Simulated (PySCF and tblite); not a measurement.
Results of a calculation; reference values are marked as such.
C₄H₇FO, numbered as in [F:1][CH2:2][CH:3]1[CH2:4][O:5][CH2:6]1.

Search: ETKDG and KDG, MMFF94s, GFN2-xTB, 60 starts; geometries at GFN2-xTB. Weights use PBE0-D3(BJ)/pcSseg-1 (IEF-PCM, dimethylsulfoxide) energies plus GFN2-xTB zero-point and thermal terms (modes under about 100 cm⁻¹ blended into free rotors). Symmetry numbers and mirror images are counted. Conformers within 1.5 kcal/mol (GFN2-xTB free energy) were kept, 10 at most. (PySCF 2.14, tblite 0.8.)

Torsions listed: F1–C2–C3–C4. The 4-ring runs over atoms 3–4–5–6. Of a mirror pair one member is shown.

| conformer | shape | symmetry |
| --- | --- | --- |
| 1 | 4-ring flat; 49° | Cs |
| 2 | 4-ring flat; 176° | C1 (pair) |

Task: Which of these conformers is the most populated at 298.15 K, and with what share?

Result: Conformer 1, about 66 %. The lead over the next is within the error of the method.

Task: Give the DFT energies and free energies relative to the lowest, and all weights.

Result: 
```tsv
conformer	shape	E(DFT) kcal/mol	G(298.15 K) kcal/mol	weight %
1	4-ring flat; 49°	0.00	0.00	65.5
2	4-ring flat; 176°	0.93	0.38	34.5
```

Task: How does its share change from 100 K to 800 K?

Result: From 97 % to 46 %; the mixing entropy goes from 0.30 to 2.11 cal/(mol K).


Conformer gaps in pcSseg-1 on xTB geometries can be 2 kcal/mol off for S=O, P=O and other polar bonds.